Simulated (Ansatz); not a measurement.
# B3LYP/6-31G(d) (spherical functions) run of BNH4 (SMILES BN)

Aim: the vertical ionisation energy of BNH4 at B3LYP/6-31G* (spherical functions), from 2 runs. 

The results are computed with Ansatz 0.2.0.

56 further runs of the same task are left out: 56 set aside as unsound or not needed.

### Step 1. The system as given

BNH4 has 6 atoms, charge 0, and is taken as a singlet. SMILES: `BN`. The shape is that of a PBE0-D4/def2-TZVP optimisation.

Bond lengths: B1–N2 1.385 Å, B1–H3 1.197 Å, B1–H4 1.197 Å, N2–H5 1.006 Å, N2–H6 1.006 Å. Angles: B1–N2–H5 123.2°, B1–N2–H6 123.2°, N2–B1–H3 119.0°, N2–B1–H4 119.0°, H5–N2–H6 113.5°, H3–B1–H4 122.0°.

### Step 2. The energy at B3LYP/6-31G(d) (spherical functions)

The input, molecule.yaml:

```yaml
crystal:
  periodic: [false, false, false]
  atoms:
    - {symbol: B, position_ang: [-0.128200, -0.679600, -0.025600]}
    - {symbol: "N", position_ang: [0.146100, 0.677400, 0.010800]}
    - {symbol: H, position_ang: [0.225800, -1.368000, 0.887500]}
    - {symbol: H, position_ang: [-0.712000, -1.128700, -0.969200]}
    - {symbol: H, position_ang: [-0.121600, 1.313700, -0.720800]}
    - {symbol: H, position_ang: [0.632000, 1.121400, 0.771300]}
basis:
  gaussian:
    orbitals: 6-31G_st_-spherical.json
hamiltonian:
  xc: {name: B3LYP}
accuracy: high
output: {orbitals: {seedname: orbitals}}
```

The basis set 6-31G* is read from a file made from the Basis Set Exchange's data (not shown).

The run is started by

```bash
$ ansatz run molecule.yaml --threads 1 --pin off --max-ram 3480MiB --events-out events.jsonl --progress --plain --runs-dir runs
```

Standard output:

```text
Warning: RAYON_NUM_THREADS=1 ignored (pool sized by the plan → 1); use --threads N
Functional definition: B3LYP
  name "B3LYP"
  parameter a0 = 0.2
  parameter ax = 0.72
  parameter ac = 0.81
  exchange = (1 - a0 - ax)*slater_x + ax*b88_x + a0*exact_x
  correlation = (1 - ac)*vwn_rpa_c + ac*lyp_c
833 factors; integrals over basis functions are off by at most 2.9e-9 eV
mean field evaluation 1: about -2227.8023 eV, gradient 4.7e1 eV
mean field evaluation 2: about -2222.2554 eV, gradient 6.7e1 eV
mean field evaluation 4: about -2232.3567 eV, gradient 1.5e0 eV
mean field evaluation 8: about -2232.3584 eV, gradient 1.3e-2 eV
mean field evaluation 16: about -2232.3584 eV, gradient 7.5e-8 eV
mean field -2232.35842103 eV, -82.0376588260 hartree, gradient 7.4e-8 eV, S^2 0.000000; 0 other end points of the search recorded, 0 dependent functions left out
reference -2232.35845023 eV, -82.0376598989 hartree; 8, 8 occupied and 28, 28 virtual orbitals, 833 factors
Total energy: -2232.35845023 eV, -82.0376598989 hartree
```

Wall time 1.5 s (1 thread of Arm Neoverse V1, shared host); peak memory 0.099 GiB.

### Step 3. The doublet cation, same level

The input, run.yaml:

```yaml
crystal:
  periodic: [false, false, false]
  atoms:
    - {symbol: B, position_ang: [-0.128200, -0.679600, -0.025600]}
    - {symbol: N, position_ang: [0.146100, 0.677400, 0.010800]}
    - {symbol: H, position_ang: [0.225800, -1.368000, 0.887500]}
    - {symbol: H, position_ang: [-0.712000, -1.128700, -0.969200]}
    - {symbol: H, position_ang: [-0.121600, 1.313700, -0.720800]}
    - {symbol: H, position_ang: [0.632000, 1.121400, 0.771300]}
basis:
  gaussian:
    orbitals: 6-31G_st_-spherical.json
total_charge: 1
magnetization:
  spin_polarized: true
  initial_magnetization: 1
hamiltonian:
  xc: {name: B3LYP}
accuracy: high
output:
  orbitals: {seedname: orbitals}
```

The basis set 6-31G* is read from a file made from the Basis Set Exchange's data (not shown).

The run is started by

```bash
$ ansatz run run.yaml --threads 1 --pin off --max-ram 3480MiB --events-out events.jsonl --progress --plain --runs-dir runs
```

Standard output (excerpt; [...] marks lines left out):

```text
Warning: RAYON_NUM_THREADS=1 ignored (pool sized by the plan → 1); use --threads N
[... 7 set-up lines as earlier in the session ...]
833 factors; integrals over basis functions are off by at most 2.9e-9 eV
mean field evaluation 1: about -2206.9023 eV, gradient 5.8e1 eV
mean field evaluation 2: about -2180.8866 eV, gradient 8.3e1 eV
mean field evaluation 4: about -2218.4724 eV, gradient 2.1e1 eV
mean field evaluation 8: about -2221.1557 eV, gradient 2.2e-1 eV
mean field evaluation 16: about -2221.1478 eV, gradient 3.1e-4 eV
mean field evaluation 32: about -2221.1669 eV, gradient 2.2e-2 eV
mean field -2221.16691501 eV, -81.6263785656 hartree, gradient 1.2e-8 eV, S^2 0.759270; 2 other end points of the search recorded, 0 dependent functions left out
reference -2221.16694135 eV, -81.6263795336 hartree; 8, 7 occupied and 28, 29 virtual orbitals, 833 factors
Total energy: -2221.16694135 eV, -81.6263795336 hartree
```

Wall time 5.1 s (1 thread of Arm Neoverse V1, shared host); peak memory 0.13 GiB.

### Step 4. Outcome

Level: B3LYP/6-31G* (spherical functions).

```
                                          quantity         value
                        singlet BNH4: total energy  -82.03766 Eh
                         singlet BNH4: HOMO energy      -8.04 eV
                         singlet BNH4: LUMO energy       0.71 eV
                       singlet BNH4: HOMO–LUMO gap       8.75 eV
                      doublet cation: total energy  -81.62638 Eh
doublet cation: HOMO energy (highest over α and β)     -16.03 eV
 doublet cation: LUMO energy (lowest over α and β)     -14.29 eV
                              doublet cation: ⟨S²⟩         0.759
vertical ionisation energy (to the doublet cation)     11.192 eV
```

**Reading.** The vertical ionisation energy comes to 11.19 eV (258 kcal/mol). −ε(HOMO) before ionisation, 8.04 eV, is 3.15 eV below this ionisation energy.
